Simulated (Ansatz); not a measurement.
# Worked example: O₂, quintet against O₂, triplet

Geometry (PBE0/def2-TZVP stationary point of a triplet), kept for both states (O2, triplet: Σg⁻g; O2, quintet: Πg):

```
atom   x (Å)   y (Å)   z (Å)
   O  0.0000  0.0000  0.0000
   O  0.0000  0.0000  1.1928
```

Basis cc-pVDZ; Ansatz 0.2.0. Only valence electrons are correlated (noble-gas cores frozen). Prefix R: restricted or restricted open-shell reference; prefix U: unrestricted.

Full CI isn't at hand for all of this; UCCSDTQ serves as the reference, and is uncertain by about the last step of the cluster series.

```json
{"level": "UHF", "E(O2, triplet) (hartree)": "-149.630004", "E(O2, quintet) (hartree)": "-149.153501"}
{"level": "UMP2", "E(O2, triplet) (hartree)": "-149.971288", "E(O2, quintet) (hartree)": "-149.404083"}
{"level": "UCCSD(T)", "E(O2, triplet) (hartree)": "-149.985053", "E(O2, quintet) (hartree)": "-149.432724"}
{"level": "PBE", "E(O2, triplet) (hartree)": "-150.192293", "E(O2, quintet) (hartree)": "-149.628054"}
{"level": "r2SCAN", "E(O2, triplet) (hartree)": "-150.269443", "E(O2, quintet) (hartree)": "-149.723303"}
{"level": "UCCSDTQ", "E(O2, triplet) (hartree)": "-149.986887", "E(O2, quintet) (hartree)": "-149.433585"}
```

Q: Give the vertical gap, O2 quintet less O2 triplet, at each level in eV (1 hartree = 27.2114 eV), and each error against UCCSDTQ.

A: UCCSDTQ: (-149.433585 − (-149.986887)) × 27.2114 = 15.056 eV (the reference)
r2SCAN: (-149.723303 − (-150.269443)) × 27.2114 = 14.861 eV, error -0.195 eV
PBE: (-149.628054 − (-150.192293)) × 27.2114 = 15.354 eV, error 0.298 eV
UCCSD(T): (-149.432724 − (-149.985053)) × 27.2114 = 15.030 eV, error -0.026 eV
UMP2: (-149.404083 − (-149.971288)) × 27.2114 = 15.434 eV, error 0.378 eV
UHF: (-149.153501 − (-149.630004)) × 27.2114 = 12.966 eV, error -2.090 eV

Total energies of functionals can't be set beside those of wave-function methods, since they hold the core's correlation and their own absolute errors; only the differences compare.

In so small a basis the reference is far from its limit while semilocal and hybrid functionals are nearer theirs, so the functionals' errors here hold much of the reference's basis and frozen-core error, which can add to them or hide them.

Each level lands on the state that its own search finds; the functionals scatter so widely here that some may stand on another one. T1 diagnostics of restricted CCSD: 0.015 and 0.015.
